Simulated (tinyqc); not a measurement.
Worked calculation (part 2 of 2): G0W0 on RHF in the sto-3g basis, for H2O, spin multiplicity 1. Computed by tinyqc, a small Python program that keeps every step (integrals from PySCF). Command: `OMP_NUM_THREADS=1 python tinyqc.py 22927 22928 out.jsonl` (the two numbers bound the seeds that draw the settings). One thread of a shared host (Intel(R) Xeon(R) Processor @ 2.60GHz), about 0.09 s of CPU time with the checks.

Geometry (angstrom):
```
atom       x        y       z
O     0.0000   0.0000  0.0000
H     0.0000   0.8460  0.7300
H     0.0000  -0.8580  0.7410
```

## G0W0 on Hartree-Fock: HOMO

orbital energies (hartree): MO1 -20.2731, MO2 -1.2062, MO3 -0.5291, MO4 -0.4450, MO5 -0.3913, MO6 0.4668, MO7 0.5513

excitation energies w (hartree): 0.9237  0.9907  1.0001  1.0254  1.2234  1.3944  1.8831  1.8983  20.7911  20.8619

X + Y:
```
           1       2        3        4        5        6        7        8
1>6   0.0000  0.0000   0.0001  -0.0001  -0.0001   0.0017  -0.0014  -0.0009
1>7   0.0000  0.0000  -0.0003   0.0015   0.0011   0.0002   0.0023  -0.0027
2>6   0.0000  0.0000  -0.0542  -0.0187   0.0094  -0.3094   0.7107   0.5551
2>7   0.0000  0.0000  -0.0187   0.0876  -0.0271  -0.0256  -0.5991   0.7513
3>6   0.0000  0.0000   0.1620  -0.6869   0.6266  -0.0273  -0.0395   0.0280
3>7   0.0000  0.0000  -0.4249  -0.1070   0.0338   0.7692   0.1308   0.1247
4>6   0.0000  0.0000   0.8556   0.1048  -0.0662   0.3173   0.0803   0.0745
4>7   0.0000  0.0000  -0.0410   0.6873   0.6444   0.0271   0.0207  -0.0118
5>6   0.9636  0.0215   0.0000   0.0000   0.0000   0.0000   0.0000   0.0000
5>7  -0.0234  0.9752   0.0000   0.0000   0.0000   0.0000   0.0000   0.0000

           9       10
1>6   0.9986   0.0200
1>7  -0.0201   0.9989
2>6   0.0002   0.0000
2>7   0.0000   0.0003
3>6   0.0000   0.0000
3>7  -0.0001   0.0000
4>6   0.0000   0.0000
4>7   0.0000  -0.0001
5>6   0.0000   0.0000
5>7   0.0000   0.0000
```

Given earlier and not repeated: Two-electron integrals over orbitals (pq|rs).

W(p,q,m) = sqrt2 sum_ia (pq|ia) (X+Y)_ia,m; Sigma_c(x) = sum_(i,m) W^2/(x - e_i + w_m) + sum_(a,m) W^2/(x - e_a - w_m); solve x = e_p + Sigma_c(x) by Newton steps; Z = 1/(1 - dSigma/dx); 1 hartree = 27.211386 eV.

The 12 largest terms at x = e_p (hartree; W for the signs of X + Y given):
```
q  m        W      term
5  6   0.2304    0.0381
5  7   0.1838    0.0179
5  8   0.1727    0.0157
5  3   0.0517    0.0027
2  1   0.0670    0.0026
6  1   0.0464   -0.0012
3  2   0.0327    0.0009
7  2   0.0340   -0.0006
5  4   0.0096  8.96e-05
5  5  -0.0100  8.10e-05
4  1   0.0089  8.09e-05
2  2   0.0076  3.17e-05
```

Newton steps (hartree):
```
step        x  Sigma_c(x)       Z
0     -0.3913      0.0764  0.9512
1     -0.3186      0.0728  0.9552
2     -0.3185      0.0728  0.9552
3     -0.3185      0.0728  0.9552
```

quasiparticle energy of the HOMO = -8.6657 eV

Hartree-Fock value = -10.6477 eV

## G0W0 on Hartree-Fock: LUMO

As before.

The 12 largest terms at x = e_p (hartree; W for the signs of X + Y given):
```
q  m        W     term
7  5  -0.1102  -0.0093
4  6   0.1370   0.0081
3  5   0.1123   0.0057
6  7   0.1018  -0.0055
6  8   0.0965  -0.0049
2  7   0.1122   0.0035
4  7   0.0845   0.0026
2  8   0.0944   0.0025
4  8   0.0801   0.0023
4  3   0.0560   0.0016
5  1   0.0464   0.0012
2  6   0.0559   0.0010
```

Newton steps (hartree):
```
step       x  Sigma_c(x)       Z
0     0.4668      0.0079  0.9744
1     0.4745      0.0077  0.9743
2     0.4745      0.0077  0.9743
```

quasiparticle energy of the LUMO = 12.9114 eV

Hartree-Fock value = 12.7025 eV
